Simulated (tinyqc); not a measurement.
Inside a calculation. Method: extended Hueckel theory, for NH3. One step of it, computed by the program tinyqc.

Question. Wolfsberg-Helmholz matrix. H_ij = K' S_ij (H_ii + H_jj)/2 for i != j (the diagonal keeps H_ii), with K' = 1.5.

overlap S:
```
           1N 2s     1N 2px     1N 2py     1N 2pz      2H 1s      3H 1s      4H 1s
1N 2s   1.000000   0.000000   0.000000   0.000000   0.464723   0.464623   0.464623
1N 2px  0.000000   1.000000   0.000000   0.000000   0.425627  -0.212750  -0.212750
1N 2py  0.000000   0.000000   1.000000   0.000000   0.000000   0.368573  -0.368573
1N 2pz  0.000000   0.000000   0.000000   1.000000  -0.077727  -0.077704  -0.077704
2H 1s   0.464723   0.425627   0.000000  -0.077727   1.000000   0.149720   0.149720
3H 1s   0.464623  -0.212750   0.368573  -0.077704   0.149720   1.000000   0.149650
4H 1s   0.464623  -0.212750  -0.368573  -0.077704   0.149720   0.149650   1.000000
```

diagonal H_ii (eV): 1N 2s -26.000000, 1N 2px -13.400000, 1N 2py -13.400000, 1N 2pz -13.400000, 2H 1s -13.600000, 3H 1s -13.600000, 4H 1s -13.600000

K = 1.500000

Give: H.

Answer.

H (eV):
```
           1N 2s    1N 2px    1N 2py    1N 2pz     2H 1s     3H 1s     4H 1s
1N 2s   -26.0000    0.0000    0.0000    0.0000  -13.8023  -13.7993  -13.7993
1N 2px    0.0000  -13.4000    0.0000    0.0000   -8.6189    4.3082    4.3082
1N 2py    0.0000    0.0000  -13.4000    0.0000    0.0000   -7.4636    7.4636
1N 2pz    0.0000    0.0000    0.0000  -13.4000    1.5740    1.5735    1.5735
2H 1s   -13.8023   -8.6189    0.0000    1.5740  -13.6000   -3.0543   -3.0543
3H 1s   -13.7993    4.3082   -7.4636    1.5735   -3.0543  -13.6000   -3.0529
4H 1s   -13.7993    4.3082    7.4636    1.5735   -3.0543   -3.0529  -13.6000
```
